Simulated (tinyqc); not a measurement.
RHF in the sto-6g basis, for H2O, spin multiplicity 1, step by step. Computed by tinyqc, a small Python program that keeps every step (integrals from PySCF). Settings: charge = 0, multiplicity = 1, basis = sto-6g, energy threshold = 1e-10, iteration cap = 53, orthogonalisation = canonical, start = atomic densities, DIIS depth = 3, method = RHF. Command: `OMP_NUM_THREADS=1 python tinyqc.py 20389 20390 out.jsonl` (the two numbers bound the seeds that draw the settings). One thread of a shared host (Intel(R) Xeon(R) Processor @ 2.60GHz), about 0.2 s of CPU time with the checks. Later iterations appear only in the table of the cycle.

## One-electron integrals

Geometry (angstrom):
```
atom,x,y,z
O,0.000000,0.000000,0.000000
H,0.000000,0.767000,0.638000
H,0.000000,-0.767000,0.638000
```

Basis sto-6g: exponents (1/bohr^2) and contraction coefficients of normalised primitives:
```
element,l (shell),exponent,coefficient
O,s (1),1355.584234,0.009164
O,s (1),248.544885,0.049361
O,s (1),69.533902,0.168538
O,s (1),23.886772,0.370563
O,s (1),9.275933,0.416492
O,s (1),3.820341,0.130334
O,s (2),52.187762,-0.013253
O,s (2),10.329320,-0.046992
O,s (2),3.210345,-0.033785
O,s (2),1.235135,0.250242
O,s (2),0.536420,0.595117
O,s (2),0.245881,0.240706
O,p (3),52.187762,0.003760
O,p (3),10.329320,0.037679
O,p (3),3.210345,0.173897
O,p (3),1.235135,0.418036
O,p (3),0.536420,0.425860
O,p (3),0.245881,0.101708
H,s (1),35.523221,0.009164
H,s (1),6.513144,0.049361
H,s (1),1.822143,0.168538
H,s (1),0.625955,0.370563
H,s (1),0.243077,0.416492
H,s (1),0.100112,0.130334
```

Overlap, kinetic and nuclear-attraction integrals over the contracted functions; the nuclear repulsion is the sum of Za Zb / Rab.

nuclear repulsion = 8.83162775 hartree

overlap S, lower triangle:
```
,1O 1s,1O 2s,1O 2px,1O 2py,1O 2pz,2H 1s,3H 1s
1O 1s,1.000000
1O 2s,0.231145,1.000000
1O 2px,0.000000,0.000000,1.000000
1O 2py,0.000000,0.000000,0.000000,1.000000
1O 2pz,0.000000,0.000000,0.000000,0.000000,1.000000
2H 1s,0.050516,0.450685,0.000000,0.290868,0.241948,1.000000
3H 1s,0.050516,0.450685,0.000000,-0.290868,0.241948,0.244553,1.000000
```

kinetic energy T (hartree), lower triangle:
```
,1O 1s,1O 2s,1O 2px,1O 2py,1O 2pz,2H 1s,3H 1s
1O 1s,29.327197
1O 2s,-0.896024,0.842618
1O 2px,0.000000,0.000000,2.531309
1O 2py,0.000000,0.000000,0.000000,2.531309
1O 2pz,0.000000,0.000000,0.000000,0.000000,2.531309
2H 1s,-0.003768,0.109238,0.000000,0.193711,0.161131,0.768522
3H 1s,-0.003768,0.109238,0.000000,-0.193711,0.161131,0.006102,0.768522
```

nuclear attraction V (hartree), lower triangle:
```
,1O 1s,1O 2s,1O 2px,1O 2py,1O 2pz,2H 1s,3H 1s
1O 1s,-62.319148
1O 2s,-6.396487,-10.050032
1O 2px,0.000000,0.000000,-9.973421
1O 2py,0.000000,0.000000,0.000000,-10.108540
1O 2pz,-0.019336,-0.218105,0.000000,0.000000,-10.066911
2H 1s,-1.601077,-3.598203,0.000000,-2.066894,-1.789719,-5.694689
3H 1s,-1.601077,-3.598203,0.000000,2.066894,-1.789719,-1.521025,-5.694689
```

core Hamiltonian H = T + V (hartree), lower triangle:
```
,1O 1s,1O 2s,1O 2px,1O 2py,1O 2pz,2H 1s,3H 1s
1O 1s,-32.991951
1O 2s,-7.292512,-9.207414
1O 2px,0.000000,0.000000,-7.442112
1O 2py,0.000000,0.000000,0.000000,-7.577231
1O 2pz,-0.019336,-0.218105,0.000000,0.000000,-7.535602
2H 1s,-1.604846,-3.488964,0.000000,-1.873183,-1.628588,-4.926167
3H 1s,-1.604846,-3.488964,0.000000,1.873183,-1.628588,-1.514923,-4.926167
```

## Two-electron integrals

Functions are numbered as in S; the eight-fold symmetry (ij|kl) = (ji|kl) = (kl|ij) leaves the list below.

Two-electron integrals (ij|kl) in chemists' order, unique and non-zero (hartree):
```
i,j,k,l,(ij|kl)
1,1,1,1,4.787491
2,1,1,1,0.675884
2,1,2,1,0.121505
2,2,1,1,1.117379
2,2,2,1,0.249212
2,2,2,2,0.817383
3,1,3,1,0.025762
3,2,3,1,0.039145
3,2,3,2,0.180664
3,3,1,1,1.117381
3,3,2,1,0.249212
3,3,2,2,0.817382
3,3,3,3,0.880663
4,1,4,1,0.025762
4,2,4,1,0.039145
4,2,4,2,0.180664
4,3,4,3,0.047461
4,4,1,1,1.117381
4,4,2,1,0.249212
4,4,2,2,0.817382
4,4,3,3,0.785741
4,4,4,4,0.880663
5,1,5,1,0.025762
5,2,5,1,0.039145
5,2,5,2,0.180664
5,3,5,3,0.047461
5,4,5,4,0.047461
5,5,1,1,1.117381
5,5,2,1,0.249212
5,5,2,2,0.817382
5,5,3,3,0.785741
5,5,4,4,0.785741
5,5,5,5,0.880663
6,1,1,1,0.157593
6,1,2,1,0.027150
6,1,2,2,0.054450
6,1,3,3,0.054332
6,1,4,1,0.001020
6,1,4,2,0.001990
6,1,4,4,0.054541
6,1,5,1,0.000848
6,1,5,2,0.001655
6,1,5,4,0.000173
6,1,5,5,0.054477
6,1,6,1,0.006184
6,2,1,1,0.376380
6,2,2,1,0.085087
6,2,2,2,0.308156
6,2,3,3,0.303086
6,2,4,1,0.005226
6,2,4,2,0.038267
6,2,4,4,0.312076
6,2,5,1,0.004347
6,2,5,2,0.031831
6,2,5,4,0.007477
6,2,5,5,0.309306
6,2,6,1,0.019105
6,2,6,2,0.143418
6,3,3,1,0.009539
6,3,3,2,0.053409
6,3,4,3,0.007927
6,3,5,3,0.006594
6,3,6,3,0.020495
6,4,1,1,0.206445
6,4,2,1,0.047341
6,4,2,2,0.182882
6,4,3,3,0.174599
6,4,4,1,0.012103
6,4,4,2,0.074963
6,4,4,4,0.195770
6,4,5,1,0.002132
6,4,5,2,0.017929
6,4,5,4,0.011016
6,4,5,5,0.178278
6,4,6,1,0.011126
6,4,6,2,0.103504
6,4,6,4,0.094427
6,5,1,1,0.171724
6,5,2,1,0.039379
6,5,2,2,0.152124
6,5,3,3,0.145234
6,5,4,1,0.002132
6,5,4,2,0.017929
6,5,4,4,0.149656
6,5,5,1,0.011313
6,5,5,2,0.068323
6,5,5,4,0.011605
6,5,5,5,0.161481
6,5,6,1,0.009255
6,5,6,2,0.086096
6,5,6,4,0.061497
6,5,6,5,0.071649
6,6,1,1,0.513299
6,6,2,1,0.118195
6,6,2,2,0.488824
6,6,3,3,0.469189
6,6,4,1,0.009593
6,6,4,2,0.095407
6,6,4,4,0.504003
6,6,5,1,0.007980
6,6,5,2,0.079361
6,6,5,4,0.028959
6,6,5,5,0.493277
6,6,6,1,0.026829
6,6,6,2,0.285611
6,6,6,4,0.235478
6,6,6,5,0.195874
6,6,6,6,0.774999
7,1,1,1,0.157593
7,1,2,1,0.027150
7,1,2,2,0.054450
7,1,3,3,0.054332
7,1,4,1,-0.001020
7,1,4,2,-0.001990
7,1,4,4,0.054541
7,1,5,1,0.000848
7,1,5,2,0.001655
7,1,5,4,-0.000173
7,1,5,5,0.054477
7,1,6,1,0.006096
7,1,6,2,0.018496
7,1,6,4,0.009788
7,1,6,5,0.008958
7,1,6,6,0.025635
7,1,7,1,0.006184
7,2,1,1,0.376380
7,2,2,1,0.085087
7,2,2,2,0.308156
7,2,3,3,0.303086
7,2,4,1,-0.005226
7,2,4,2,-0.038267
7,2,4,4,0.312076
7,2,5,1,0.004347
7,2,5,2,0.031831
7,2,5,4,-0.007477
7,2,5,5,0.309306
7,2,6,1,0.018496
7,2,6,2,0.117566
7,2,6,4,0.058262
7,2,6,5,0.068667
7,2,6,6,0.193412
7,2,7,1,0.019105
7,2,7,2,0.143418
7,3,3,1,0.009539
7,3,3,2,0.053409
7,3,4,3,-0.007927
7,3,5,3,0.006594
7,3,6,3,0.016314
7,3,7,3,0.020495
7,4,1,1,-0.206445
7,4,2,1,-0.047341
7,4,2,2,-0.182882
7,4,3,3,-0.174599
7,4,4,1,0.012103
7,4,4,2,0.074963
7,4,4,4,-0.195770
7,4,5,1,-0.002132
7,4,5,2,-0.017929
7,4,5,4,0.011016
7,4,5,5,-0.178278
7,4,6,1,-0.009788
7,4,6,2,-0.058262
7,4,6,4,-0.012999
7,4,6,5,-0.033250
7,4,6,6,-0.084424
7,4,7,1,-0.011126
7,4,7,2,-0.103504
7,4,7,4,0.094427
7,5,1,1,0.171724
7,5,2,1,0.039379
7,5,2,2,0.152124
7,5,3,3,0.145234
7,5,4,1,-0.002132
7,5,4,2,-0.017929
7,5,4,4,0.149656
7,5,5,1,0.011313
7,5,5,2,0.068323
7,5,5,4,-0.011605
7,5,5,5,0.161481
7,5,6,1,0.008958
7,5,6,2,0.068667
7,5,6,4,0.033250
7,5,6,5,0.055791
7,5,6,6,0.123941
7,5,7,1,0.009255
7,5,7,2,0.086096
7,5,7,4,-0.061497
7,5,7,5,0.071649
7,6,1,1,0.150391
7,6,2,1,0.034351
7,6,2,2,0.134830
7,6,3,3,0.131645
7,6,4,4,0.134101
7,6,5,1,0.002766
7,6,5,2,0.023972
7,6,5,5,0.138744
7,6,6,1,0.007640
7,6,6,2,0.062739
7,6,6,4,0.038980
7,6,6,5,0.042349
7,6,6,6,0.129672
7,6,7,1,0.007640
7,6,7,2,0.062739
7,6,7,4,-0.038980
7,6,7,5,0.042349
7,6,7,6,0.033646
7,7,1,1,0.513299
7,7,2,1,0.118195
7,7,2,2,0.488824
7,7,3,3,0.469189
7,7,4,1,-0.009593
7,7,4,2,-0.095407
7,7,4,4,0.504003
7,7,5,1,0.007980
7,7,5,2,0.079361
7,7,5,4,-0.028959
7,7,5,5,0.493277
7,7,6,1,0.025635
7,7,6,2,0.193412
7,7,6,4,0.084424
7,7,6,5,0.123941
7,7,6,6,0.338880
7,7,7,1,0.026829
7,7,7,2,0.285611
7,7,7,4,-0.235478
7,7,7,5,0.195874
7,7,7,6,0.129672
7,7,7,7,0.774999
```

## Orthogonalisation

S = U s U^T; canonical form X = U s^(-1/2), so that X^T S X = 1. Each column of U has its largest component positive (the first on a tie).

eigenvalues of S: 0.368299  0.448585  0.884770  1.000000  1.095960  1.306862  1.895523

X:
```
,1,2,3,4,5,6,7
1O 1s,-0.300502,0.000000,0.754472,0.000000,-0.618926,0.000000,0.151101
1O 2s,1.135352,0.000000,-0.308806,0.000000,-0.311811,0.000000,0.419971
1O 2px,0.000000,0.000000,0.000000,1.000000,0.000000,0.000000,0.000000
1O 2py,0.000000,0.892762,0.000000,0.000000,0.000000,0.701149,0.000000
1O 2pz,0.550478,0.000000,0.646697,0.000000,0.632958,0.000000,0.204522
2H 1s,-0.718620,-0.846230,-0.153997,0.000000,0.125520,0.369852,0.378499
3H 1s,-0.718620,0.846230,-0.153997,0.000000,0.125520,-0.369852,0.378499
```

## Starting guess

The start is atomic minimal-basis densities projected into this basis (PySCF's MINAO start) and scaled to the electron count of each spin; this density is not idempotent, so its energy is not variational and may lie below the converged one.

D at the start, lower triangle:
```
,1O 1s,1O 2s,1O 2px,1O 2py,1O 2pz,2H 1s,3H 1s
1O 1s,2.138238
1O 2s,-0.479797,2.089646
1O 2px,0.000000,0.000000,1.307808
1O 2py,0.000000,0.000000,0.000000,1.168653
1O 2pz,0.015421,-0.089568,0.000000,0.000000,1.228731
2H 1s,-0.013166,0.038693,0.000000,0.116531,0.061604,0.995479
3H 1s,-0.013166,0.038693,0.000000,-0.116531,0.061604,0.072535,0.995479
```

## Iteration 1: building the Fock matrix

J_ij = sum D_kl (ij|kl), K_ij = sum D_kl (ik|jl); F = H + J - 0.5 K; E = tr D H + tr D J / 2 - 0.25 tr D K + E_nn.

Coulomb J (hartree), lower triangle:
```
,1O 1s,1O 2s,1O 2px,1O 2py,1O 2pz,2H 1s,3H 1s
1O 1s,17.295534
1O 2s,3.056566,8.047024
1O 2px,0.000000,0.000000,8.008038
1O 2py,0.000000,0.000000,0.000000,8.076837
1O 2pz,0.014481,0.160358,0.000000,0.000000,8.056194
2H 1s,0.689203,3.064588,0.000000,1.823988,1.572438,5.077658
3H 1s,0.689203,3.064588,0.000000,-1.823988,1.572438,1.366475,5.077658
```

exchange K (hartree), lower triangle:
```
,1O 1s,1O 2s,1O 2px,1O 2py,1O 2pz,2H 1s,3H 1s
1O 1s,9.947359
1O 2s,1.559906,2.769588
1O 2px,0.000000,0.000000,1.716824
1O 2py,0.000000,0.000000,0.000000,1.835670
1O 2pz,0.018801,0.161960,0.000000,0.000000,1.800605
2H 1s,0.398668,1.289973,0.000000,0.586616,0.564820,1.429636
3H 1s,0.398668,1.289973,0.000000,-0.586616,0.564820,0.617663,1.429636
```

Fock matrix F (hartree), lower triangle:
```
,1O 1s,1O 2s,1O 2px,1O 2py,1O 2pz,2H 1s,3H 1s
1O 1s,-20.670096
1O 2s,-5.015899,-2.545184
1O 2px,0.000000,0.000000,-0.292485
1O 2py,0.000000,0.000000,0.000000,-0.418229
1O 2pz,-0.014256,-0.138727,0.000000,0.000000,-0.379711
2H 1s,-1.114976,-1.069363,0.000000,-0.342503,-0.338560,-0.563327
3H 1s,-1.114976,-1.069363,0.000000,0.342503,-0.338560,-0.457279,-0.563327
```

total energy of this density = -76.12205530 hartree

This density is the starting one; it is not idempotent, so its energy is not variational and may lie below the converged one.

## Iteration 1: diagonalisation and new density

Diagonalise F' = X^T F X, C = X C', fill 5 alpha and 5 beta electrons from the bottom; D = 2 C_occ C_occ^T. Each column has its largest component positive (the first on a tie).

F' = X^T F X (hartree), lower triangle:
```
,1,2,3,4,5,6,7
1,-0.000072
2,0.000000,0.549800
3,1.751401,0.000000,-9.387520
4,0.000000,0.000000,0.000000,-0.292485
5,-1.335713,0.000000,9.133936,0.000000,-9.813608
6,0.000000,-0.015158,0.000000,0.000000,0.000000,-0.589892
7,0.125957,0.000000,-3.686390,0.000000,4.072930,0.000000,-2.930299
```

orbital energies (hartree): MO1 -20.673441, MO2 -1.472051, MO3 -0.590094, MO4 -0.445602, MO5 -0.292485, MO6 0.459595, MO7 0.550001

coefficients C:
```
,MO1,MO2,MO3,MO4,MO5,MO6,MO7
1O 1s,0.996596,-0.226499,0.000000,0.082408,0.000000,-0.118881,0.000000
1O 2s,0.015547,0.866927,0.000000,-0.452333,0.000000,0.837603,0.000000
1O 2px,0.000000,0.000000,0.000000,0.000000,1.000000,0.000000,0.000000
1O 2py,0.000000,0.000000,0.712958,0.000000,0.000000,0.000000,0.883360
1O 2pz,0.002061,0.102600,0.000000,0.809518,0.000000,0.705591,0.000000
2H 1s,-0.002729,0.140995,0.358567,0.249009,0.000000,-0.785656,-0.851072
3H 1s,-0.002729,0.140995,-0.358567,0.249009,0.000000,-0.785656,0.851072
```

D after iteration 1, lower triangle:
```
,1O 1s,1O 2s,1O 2px,1O 2py,1O 2pz,2H 1s,3H 1s
1O 1s,2.102595
1O 2s,-0.436281,1.912820
1O 2px,0.000000,0.000000,2.000000
1O 2py,0.000000,0.000000,0.000000,1.016618
1O 2pz,0.091051,-0.554386,0.000000,0.000000,1.331700
2H 1s,-0.028270,0.019110,0.000000,0.511287,0.432075,0.420926
3H 1s,-0.028270,0.019110,0.000000,-0.511287,0.432075,-0.093357,0.420926
```

## Iteration 2: building the Fock matrix

As before.

Coulomb J (hartree), lower triangle:
```
,1O 1s,1O 2s,1O 2px,1O 2py,1O 2pz,2H 1s,3H 1s
1O 1s,17.606470
1O 2s,3.136843,8.290363
1O 2px,0.000000,0.000000,8.297467
1O 2py,0.000000,0.000000,0.000000,8.284575
1O 2pz,-0.008360,0.026143,0.000000,0.000000,8.289046
2H 1s,0.705321,3.104339,0.000000,1.832832,1.540262,4.995756
3H 1s,0.705321,3.104339,0.000000,-1.832832,1.540262,1.362178,4.995756
```

exchange K (hartree), lower triangle:
```
,1O 1s,1O 2s,1O 2px,1O 2py,1O 2pz,2H 1s,3H 1s
1O 1s,9.812715
1O 2s,1.535234,2.633109
1O 2px,0.000000,0.000000,2.283189
1O 2py,0.000000,0.000000,0.000000,1.924712
1O 2pz,0.001363,-0.110522,0.000000,0.000000,2.038208
2H 1s,0.370006,1.079097,0.000000,0.646752,0.542377,1.143619
3H 1s,0.370006,1.079097,0.000000,-0.646752,0.542377,0.420290,1.143619
```

Fock matrix F (hartree), lower triangle:
```
,1O 1s,1O 2s,1O 2px,1O 2py,1O 2pz,2H 1s,3H 1s
1O 1s,-20.291838
1O 2s,-4.923286,-2.233605
1O 2px,0.000000,0.000000,-0.286239
1O 2py,0.000000,0.000000,0.000000,-0.255012
1O 2pz,-0.028378,-0.136701,0.000000,0.000000,-0.265660
2H 1s,-1.084528,-0.924174,0.000000,-0.363728,-0.359515,-0.502220
3H 1s,-1.084528,-0.924174,0.000000,0.363728,-0.359515,-0.362890,-0.502220
```

total energy of this density = -75.64161359 hartree

## Iteration 2: DIIS over 2 matrices

error matrix X^T (FDS - SDF) X:
```
,1,2,3,4,5,6,7
1,0.000000,0.000000,0.024027,0.000000,0.125961,0.000000,0.084070
2,0.000000,0.000000,0.000000,0.000000,0.000000,0.270837,0.000000
3,-0.024027,0.000000,0.000000,0.000000,0.040519,0.000000,0.033980
4,0.000000,0.000000,0.000000,0.000000,0.000000,0.000000,0.000000
5,-0.125961,0.000000,-0.040519,0.000000,0.000000,0.000000,0.036362
6,0.000000,-0.270837,0.000000,0.000000,0.000000,0.000000,0.000000
7,-0.084070,0.000000,-0.033980,0.000000,-0.036362,0.000000,0.000000
```

B (overlaps of the stored error matrices):
```
,1,2
1,7.8910188e+00,5.7980169e-02
2,5.7980169e-02,2.0196531e-01
```

Minimise |sum c_i e_i|^2 with sum c_i = 1: solve [B -1; -1 0][c; lambda] = [0; -1] with B_ij = tr e_i^T e_j, and take F = sum c_i F_i.

DIIS coefficients: 0.018050  0.981950

extrapolated F (hartree), lower triangle:
```
,1O 1s,1O 2s,1O 2px,1O 2py,1O 2pz,2H 1s,3H 1s
1O 1s,-20.298665
1O 2s,-4.924958,-2.239229
1O 2px,0.000000,0.000000,-0.286352
1O 2py,0.000000,0.000000,0.000000,-0.257958
1O 2pz,-0.028123,-0.136737,0.000000,0.000000,-0.267718
2H 1s,-1.085077,-0.926795,0.000000,-0.363345,-0.359136,-0.503323
3H 1s,-1.085077,-0.926795,0.000000,0.363345,-0.359136,-0.364593,-0.503323
```

## Iteration 2: diagonalisation and new density

As before.

F' = X^T F X (hartree), lower triangle:
```
,1,2,3,4,5,6,7
1,0.157618
2,0.000000,0.693712
3,1.724363,0.000000,-9.128117
4,0.000000,0.000000,0.000000,-0.286352
5,-1.265659,0.000000,9.038689,0.000000,-9.584866
6,0.000000,0.116591,0.000000,0.000000,0.000000,-0.541661
7,0.209924,0.000000,-3.710082,0.000000,3.957631,0.000000,-2.717277
```

orbital energies (hartree): MO1 -20.302077, MO2 -1.189946, MO3 -0.552568, MO4 -0.378126, MO5 -0.286352, MO6 0.597507, MO7 0.704620

coefficients C:
```
,MO1,MO2,MO3,MO4,MO5,MO6,MO7
1O 1s,0.996554,-0.217792,0.000000,0.105392,0.000000,-0.117345,0.000000
1O 2s,0.016096,0.817790,0.000000,-0.567898,0.000000,0.816358,0.000000
1O 2px,0.000000,0.000000,0.000000,0.000000,1.000000,0.000000,0.000000
1O 2py,0.000000,0.000000,0.614945,0.000000,0.000000,0.000000,0.954189
1O 2pz,0.003136,0.141370,0.000000,0.748756,0.000000,0.763596,0.000000
2H 1s,-0.003579,0.173221,0.447066,0.293962,0.000000,-0.763358,-0.808101
3H 1s,-0.003579,0.173221,-0.447066,0.293962,0.000000,-0.763358,0.808101
```

D after iteration 2, lower triangle:
```
,1O 1s,1O 2s,1O 2px,1O 2py,1O 2pz,2H 1s,3H 1s
1O 1s,2.103320
1O 2s,-0.443839,1.983096
1O 2px,0.000000,0.000000,2.000000
1O 2py,0.000000,0.000000,0.000000,0.756316
1O 2pz,0.102497,-0.619111,0.000000,0.000000,1.161260
2H 1s,-0.020624,-0.050678,0.000000,0.549842,0.489165,0.632599
3H 1s,-0.020624,-0.050678,0.000000,-0.549842,0.489165,-0.166871,0.632599
```

## Iteration 8 (converged): orbitals

converged F (hartree), lower triangle:
```
,1O 1s,1O 2s,1O 2px,1O 2py,1O 2pz,2H 1s,3H 1s
1O 1s,-20.510998
1O 2s,-4.964563,-2.334214
1O 2px,0.000000,0.000000,-0.397927
1O 2py,0.000000,0.000000,0.000000,-0.297080
1O 2pz,-0.028008,-0.114689,0.000000,0.000000,-0.338229
2H 1s,-1.093169,-0.947935,0.000000,-0.376940,-0.368847,-0.531821
3H 1s,-1.093169,-0.947935,0.000000,0.376940,-0.368847,-0.364438,-0.531821
```

As before.

F' = X^T F X (hartree), lower triangle:
```
,1,2,3,4,5,6,7
1,0.097281
2,0.000000,0.662577
3,1.766003,0.000000,-9.275505
4,0.000000,0.000000,0.000000,-0.397927
5,-1.269455,0.000000,9.090778,0.000000,-9.725924
6,0.000000,0.117193,0.000000,0.000000,0.000000,-0.582835
7,0.187175,0.000000,-3.734778,0.000000,3.995812,0.000000,-2.769480
```

orbital energies (hartree): MO1 -20.514128, MO2 -1.260881, MO3 -0.593767, MO4 -0.463583, MO5 -0.397927, MO6 0.564965, MO7 0.673509

coefficients C:
```
,MO1,MO2,MO3,MO4,MO5,MO6,MO7
1O 1s,0.996713,-0.223019,0.000000,0.095555,0.000000,-0.114563,0.000000
1O 2s,0.015382,0.851595,0.000000,-0.530007,0.000000,0.807236,0.000000
1O 2px,0.000000,0.000000,0.000000,0.000000,1.000000,0.000000,0.000000
1O 2py,0.000000,0.000000,0.615201,0.000000,0.000000,0.000000,0.954024
1O 2pz,0.003041,0.119914,0.000000,0.756948,0.000000,0.759177,0.000000
2H 1s,-0.003447,0.150651,0.446849,0.298024,0.000000,-0.766564,-0.808221
3H 1s,-0.003447,0.150651,-0.446849,0.298024,0.000000,-0.766564,0.808221
```

D after iteration 8, lower triangle:
```
,1O 1s,1O 2s,1O 2px,1O 2py,1O 2pz,2H 1s,3H 1s
1O 1s,2.104611
1O 2s,-0.450472,2.012717
1O 2px,0.000000,0.000000,2.000000
1O 2py,0.000000,0.000000,0.000000,0.756944
1O 2pz,0.097236,-0.598045,0.000000,0.000000,1.174719
2H 1s,-0.017111,-0.059428,0.000000,0.549804,0.487287,0.622401
3H 1s,-0.017111,-0.059428,0.000000,-0.549804,0.487287,-0.176297,0.622401
```

## Convergence

Stop when the energy changes by less than 1e-10 hartree and every element of the error matrix X^T (F D S - S D F) X is below 3e-06.

Course of the cycle:
```
iteration,E (hartree),change,largest element of the error matrix
1,-76.12205530,-,1.32e+00
2,-75.64161359,4.80e-01,2.71e-01
3,-75.68032229,-3.87e-02,3.56e-02
4,-75.68087518,-5.53e-04,6.42e-03
5,-75.68090295,-2.78e-05,1.78e-04
6,-75.68090300,-5.27e-08,7.19e-05
7,-75.68090301,-1.30e-08,4.47e-06
8,-75.68090301,-2.01e-11,5.51e-07
```

PySCF RHF in the same basis = -75.68090301 hartree

Converged in 8 iterations.

## Populations, bond orders and dipole

Mulliken: Z minus the diagonal of D S on the atom; Loewdin: the same with S^(1/2) D S^(1/2); Mayer order: 2 sum_s sum (D(s) S)_ij (D(s) S)_ji over the two atoms.

Charges (e):
```
atom,Mulliken,Loewdin
1O,-0.341084,-0.241559
2H,0.170542,0.120779
3H,0.170542,0.120779
```

Mayer bond orders:
```
pair,order
2-1,0.962125
3-1,0.962125
3-2,0.008790
```

dipole moment about the origin, x y z (debye): 0.000000  0.000000  1.735234
